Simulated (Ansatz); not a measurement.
A made-up structure of CH₅Al₂ (charge -1), singlet:

Al1  (-0.496, -0.014, 0.580)
C2  (-0.984, 0.832, -1.000)
Al3  (1.161, -0.826, 0.793)
H4  (-1.914, 1.309, -1.174)
H5  (-0.354, 0.896, -1.851)
H6  (-1.484, -0.044, 1.734)
H7  (2.296, -0.864, -0.359)
H8  (1.665, -1.588, 2.142)
(Å)

It is relaxed with PBE-D4/def2-SVPD and then PBE0-D4/def2-TZVPD (Ansatz 0.2.0). Atoms count as bonded within 1.22 times the sum of their covalent radii (H–H: 0.88 Å). The end point is not checked to be a true minimum.

**Question.** Does its bonding change? (A judgement: the text doesn't fix the answer.)

**Answer.** By the calculation: No: no bond forms or breaks.

Where it ends: The first stage lowers the energy by 3.69 eV in 7 steps. It ends as CH₅Al₂ ([CH2][AlH][AlH2]), total charge -1:
Al1  (-0.825, 0.120, 0.605)
C2  (-1.130, 0.910, -1.039)
Al3  (1.465, -0.983, 0.852)
H4  (-2.032, 1.436, -1.363)
H5  (-0.373, 0.893, -1.826)
H6  (-1.909, 0.110, 1.817)
H7  (2.598, -1.012, -0.315)
H8  (2.097, -1.773, 2.134)
(Å)

Labels in which every atom is bracketed show which atoms are joined, not bond orders.

For scale, one of the runs: PBE0-D4/def2-TZVPD relaxation, 168 basis functions, launched by `ansatz run in.yaml --threads 2 --pin off --events-out ev --progress --plain --max-ram 4352MiB`. The run took about 22 s on 2 CPU threads of an Intel Xeon Platinum 8488C (shared host).
